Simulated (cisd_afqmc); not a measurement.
Input (AFQMC/CISD/cc-pV(D+d)Z; cisd_afqmc is a phaseless AFQMC code with CISD trial states that reads the integrals written by Ansatz): A basis named .json is the Basis Set Exchange file of that set.

Ansatz 0.2 input:
```python
import cisd_afqmc

open("ham.yaml", "w").write("""\
crystal:
  periodic: [false, false, false]
  atoms:
    - {symbol: C, position_ang: [1.52595049, 0.66962465, -0.00514131]}
    - {symbol: C, position_ang: [0.01306672, 0.83177596, 0.01107469]}
    - {symbol: S, position_ang: [-0.76842299, -0.82795444, -0.00401662]}
    - {symbol: H, position_ang: [-2.04530251, -0.41196503, 0.01342695]}
    - {symbol: H, position_ang: [-0.30620621, 1.36414052, 0.90638732]}
    - {symbol: H, position_ang: [-0.32262366, 1.38796375, -0.86351038]}
    - {symbol: H, position_ang: [2.00875442, 1.64843170, 0.00355520]}
    - {symbol: H, position_ang: [1.87121493, 0.11325855, 0.86772264]}
    - {symbol: H, position_ang: [1.85482770, 0.13703792, -0.89891611]}
basis:
  gaussian:
    orbitals: cc-pV_D+d_Z.json
magnetization: {spin_polarized: false}
correlation: {method: ccsd, electrons: outside_noble_gas, hamiltonian_folder: ham}
""")
rep = cisd_afqmc.ansatz("ham.yaml")
e_ccsd = rep["correlation"]["coupled_cluster"]["energy"]["hartree"]
out = cisd_afqmc.run("ham", e_ccsd, trial="CISD", walkers=100, populations=8, threads=8, dt=0.005, steps=40, early=24, settle=10, least=32,
    cut=5e-5, rank_cut=2e-4, target=0.0004, seconds=1500, seed=1, memory=17280, gpu=False)
```

Output:

```
orbitals 74, occupied [10], factors 486 of 750, rank of the doubles 262 of 640
E(HF) = -476.767559
E(CCSD) on the cut factors = -477.246858, shift to the whole factors -0.000009
Energy of the trial state on the determinant = -477.246806
  tau behind 7.2 of longer steps, mean of the populations' last blocks
   2.0  -477.26225
   4.0  -477.26180
   6.0  -477.26242
   8.0  -477.26311
  10.0  -477.26225
  12.0  -477.26279
  14.0  -477.26239
  16.0  -477.26136
  18.0  -477.26259
  20.0  -477.26323
blocks 788 (0 outliers left out), error by blocks joined: 1: 0.00021, 2: 0.00026, 4: 0.00032, 8: 0.00039, 16: 0.00035
E(AFQMC/CISD) = -477.26238 +/- 0.00039
```
